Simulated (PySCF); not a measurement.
**Magnesium: a sound run and one with changed settings**

Sound run: Mg [Ne] 3s2, Mg⁺ [Ne] 3s1. All numbers are calculated (PySCF 2.14, scalar relativity by spin-free X2C-1e, in x2c-SVPall (4s3p1d, 18 functions)). In the sound run the correlated levels freeze [Ne]. The sound run starts from symmetry-adapted Hartree-Fock orbitals and uses a fine grid where one is needed.

Changed run: no relativity, point nucleus. This setting is unsound on purpose.

| species | method | sound run (hartree) | changed run (hartree) | converged |
| --- | --- | --- | --- | --- |
| Mg | UHF | -199.83681 | -199.51027 | yes |
| Mg | B3LYP | -200.32588 | -199.99951 | yes |
| Mg | PBE0 | -200.19483 | -199.86844 | yes |
| Mg | MP2 | -199.85690 | -199.53038 | yes |
| Mg | CCSD(T) | -199.86871 | -199.54220 | yes |
| Mg⁺ | UHF | -199.59438 | -199.26833 | yes |
| Mg⁺ | B3LYP | -200.04072 | -199.71493 | yes |
| Mg⁺ | PBE0 | -199.91670 | -199.59087 | yes |

Ionisation energy of Mg:

| method | sound run (eV) | changed run (eV) |
| --- | --- | --- |
| UHF | 6.597 | 6.584 |
| B3LYP | 7.760 | 7.744 |
| PBE0 | 7.568 | 7.553 |
| MP2 | 7.144 | 7.131 |
| SCS-MP2 | 7.253 | 7.240 |
| CCSD | 7.465 | 7.452 |
| CCSD(T) | 7.465 | 7.452 |
| CCSDT | 7.465 | 7.452 |
| FCI | 7.465 | 7.452 |

Most of the change in total energy is the relativistic energy itself. On top of that the contraction fixes the core shape for the Hamiltonian it was made with, so the changed run is not a good calculation with the other Hamiltonian either.

For comparison, NIST gives 7.646 eV between the lowest levels.
